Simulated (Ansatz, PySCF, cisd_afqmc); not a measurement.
System: NH3, charge 0, singlet. NH3 (SMILES N).
B3LYP-D3(BJ)/def2-TZVP minimum from Ansatz (a program for electronic structure):
```xyz
4

N      0.0022    -0.0038     0.1116
H     -0.0020     0.9512    -0.2281
H      0.8095    -0.4644    -0.2929
H     -0.8232    -0.4600    -0.2599
```

Atomisation energy term by term, kcal/mol (programs: Ansatz, cisd_afqmc). Radicals and triplets start from unrestricted determinants; spin-orbit coupling is neglected. Cores are frozen in correlated methods. Rows without X2C or -DK are non-relativistic. The Monte Carlo rows (phaseless AFQMC, CISD trial, step 0.005/hartree) carry one-sigma bars that omit the constraint's bias. Outlying blocks are dropped, and bars are widened where a walk drifts. Over all cases where full CI ran beside it in this data, AFQMC minus full CI had a median of +0.1 mEh and passed +0.4 mEh in a tenth of the cases. CBS(X,Y): correlation extrapolated as X^-3, Hartree-Fock from the larger set (Q,5: extrapolated as (X+1)exp(-9√X)). A bracket is a step between two methods taken in the basis named. 'core' is core correlation in cc-pwCVTZ, 'X2C' scalar relativity in cc-pVTZ-DK, both at CCSD(T). For partners of very few electrons the exact lower level stands in for a higher one.

| term | basis | kcal/mol |
|---|---|---|
| Hartree-Fock | CBS(cc-pVQZ,cc-pV5Z) | 201.01 |
| CCSD correlation | CBS(cc-pVQZ,cc-pV5Z) | 92.55 |
| (T) | CBS(cc-pVQZ,cc-pV5Z) | 3.96 |
| CCSDT(Q) - CCSD(T) | cc-pVQZ | 0.07 |
| CCSDTQ - CCSDT(Q) | cc-pVDZ | -0.02 |
| core correlation | cc-pwCVTZ | 0.71 |
| scalar relativity | X2C, cc-pVTZ-DK | -0.26 |
| minus zero-point energy | Hessian by PySCF at B3LYP-D3(BJ)/def2-TZVP | -21.44 |
| sum: D0 |  | 276.6 |

The step beyond CCSD(T) by other levels: CCSDTQ in cc-pVDZ 0.26; AFQMC/CISD in cc-pVDZ 0.62 ± 0.24; CCSDT(Q) in cc-pVDZ 0.28; AFQMC/CISD in cc-pVTZ 0.36 ± 0.17; CCSDT(Q) in cc-pVTZ 0.10 kcal/mol.
